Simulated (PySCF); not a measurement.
## Functional benchmark on one molecule

Molecule: `C=CC(=O)OC`, C4H6O2.

Numbering as in the mapped SMILES `[CH2:1]=[CH:2][C:3](=[O:4])[O:5][CH3:6]` (H(Xn): hydrogen on atom n). Ha(C1) is cis to C3; Hb(C1) is trans to C3.

Geometry PBE0-D3(BJ)/def2-SVP throughout; GIAO in PySCF, gas phase, one conformer, non-relativistic; equivalent atoms averaged; basis pcSseg-2.

Reference values (measured; solution, not stated per compound (mostly CDCl3 or CCl4); Pretsch, Buehlmann, Badertscher, Structure Determination of Organic Compounds, 4th ed. (2009)): δ(H(C2)) = 6.12 ppm, δ(Hb(C1)) = 5.83 ppm, δ(Ha(C1)) = 6.41 ppm. Computed shifts are taken against TMS, calculated as an isolated molecule at each level.

Q: How do the functionals HF, LDA, PBE, BLYP, BP86, OPBE, KT2, KT3, B97-D, B3LYP, PBE0, mPW1PW91, WP04, B97-2, BHandHLYP, CAM-B3LYP, wB97X-D, LC-wPBE perform against the reference? Times are CPU seconds on shared hosts with different chips, so compare them loosely.

A: 
```csv
functional,kind,H(C2),Hb(C1),Ha(C1),mean abs. error H,core-s
HF,Hartree–Fock,6.20,6.32,7.30,0.49,16
LDA,LDA,6.56,6.10,7.05,0.45,30
PBE,GGA,6.44,5.95,6.92,0.32,40
BLYP,GGA,6.35,5.85,6.85,0.23,39
BP86,GGA,6.41,5.94,6.90,0.30,38
OPBE,GGA,6.48,5.99,6.93,0.35,40
KT2,GGA,6.22,5.77,6.72,0.16,36
KT3,GGA,6.22,5.75,6.71,0.16,38
B97-D,GGA,6.33,5.86,6.84,0.22,36
B3LYP,global hybrid,6.34,5.99,6.96,0.31,25
PBE0,global hybrid,6.41,6.10,7.05,0.40,40
mPW1PW91,global hybrid,6.39,6.09,7.03,0.38,25
WP04,global hybrid,6.12,5.80,6.73,0.12,35
B97-2,global hybrid,6.35,6.03,6.97,0.33,33
BHandHLYP,global hybrid,6.30,6.13,7.09,0.39,31
CAM-B3LYP,range-separated hybrid,6.38,6.12,7.08,0.41,41
wB97X-D,range-separated hybrid,6.39,6.15,7.08,0.42,45
LC-wPBE,range-separated hybrid,6.48,6.30,7.20,0.54,57
```

For ¹H the closest is WP04 (0.12 ppm) and the furthest LC-wPBE (0.54 ppm). One molecule is a small sample, and vibrational and solvent effects are absent from the calculation.
